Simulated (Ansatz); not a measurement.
# Al₂H₂ (singlet): the correlation ladder at scale of all distances = 2.363, 6-31G

Aim: climb from Hartree-Fock through coupled cluster and multireference methods for Al₂H₂ (singlet) at one geometry and basis, and see what each rung misses.

Program: Ansatz 0.2.0, Gaussian basis. Level of theory: 6-31G, core rule «outside noble gas», up to 10 orbitals frozen. These are calculated values, not measurements.

The runs, in order: UHF; CCSD(T) on RHF; CCSD(T) on UHF; BCCD(T) on RHF; CISD; CCSDT(Q) on RHF; CCSDT(Q) on UHF; CISDTQ; CCSDTQ on RHF; CASSCF and MRCISD+Q, 2 electrons in 2 orbitals; CASSCF and NEVPT2, 2 electrons in 2 orbitals; CASSCF and MRCISD+Q, 8 electrons in 10 orbitals; CASSCF and NEVPT2, 8 electrons in 10 orbitals; Full CI.

8 further runs of the same task are left out: 6 that didn't finish, 2 set aside as unsound or not needed.

## 1. The system

The geometry derives from a PBE0/def2-TZVP stationary point (not a proven minimum). All distances are scaled together.

4 atoms, charge 0, spin multiplicity 1.

Atoms are counted from 1 here; the program's logs count them from 0.

No contacts short enough for the rule that draws bonds.

## 2. UHF

Contents of in.yaml:

```yaml
crystal:
  periodic: [false, false, false]
  atoms:
    - {symbol: Al, position_ang: [0.000000, -0.362730, 3.091723]}
    - {symbol: Al, position_ang: [0.000000, 0.362730, -3.091723]}
    - {symbol: H, position_ang: [0.000000, 2.703031, 5.393585]}
    - {symbol: H, position_ang: [0.000000, -2.703031, -5.393585]}
basis:
  gaussian: {orbitals: 6-31G}
magnetization: {spin_polarized: true, initial_magnetization: 0}
hamiltonian: {xc: hf}
output: {orbitals: {seedname: orbitals}}
```

Command:

```sh
ansatz run in.yaml --threads 1 --pin off --events-out ev --progress --plain --max-ram 2393MiB
```

The runs that follow: CCSD(T) on RHF; CCSD(T) on UHF; BCCD(T) on RHF; CISD; CCSDT(Q) on RHF; CCSDT(Q) on UHF; CISDTQ; CCSDTQ on RHF; CASSCF and MRCISD+Q, 2 electrons in 2 orbitals; CASSCF and NEVPT2, 2 electrons in 2 orbitals; CASSCF and MRCISD+Q, 8 electrons in 10 orbitals; CASSCF and NEVPT2, 8 electrons in 10 orbitals; Full CI.

Q: Predict the results of all the runs planned. Wanted: FCI below the RHF energy; RMP2 from FCI; RCCSD from FCI; RCCSD(T) from FCI; RCCSDT(Q) from FCI; NEVPT2 valence from FCI; MRCISD+Q valence from FCI; T1 diagnostic; effectively unpaired electrons.

The runs gave:

```
                         quantity                                                                            value
         FCI below the RHF energy                                                                       -5.7373 eV
                    RMP2 from FCI                                                                    +271.2 kJ/mol
                   RCCSD from FCI                                                                     +10.5 kJ/mol
                RCCSD(T) from FCI                                                                      -2.6 kJ/mol
               RCCSDT(Q) from FCI                                                                      +1.1 kJ/mol
          NEVPT2 valence from FCI                                                                     +14.0 kJ/mol
        MRCISD+Q valence from FCI                                                                      +0.4 kJ/mol
levels within 1 kcal/mol (43 meV)  RCCSD(T), BCCD(T), RCCSDT, RCCSDT(Q), RCCSDTQ, MRCISD valence, MRCISD+Q valence
                    T1 diagnostic                                                                            0.136
   effectively unpaired electrons                                                                             2.68
```

RCCSD(T) misses by -2.6 kJ/mol, 0.5 % of the correlation energy. RCCSD(T), RCCSDT fall below full CI, which methods that aren't variational can do. With 2.7 effectively unpaired electrons against 0 the state is strongly multireference. Coupled cluster on one determinant still stays close here. Of the multireference levels listed MRCISD+Q valence comes nearest in total energy (+0.4 kJ/mol), which doesn't show that its space is the better one. These misses are within one basis, not against nature.
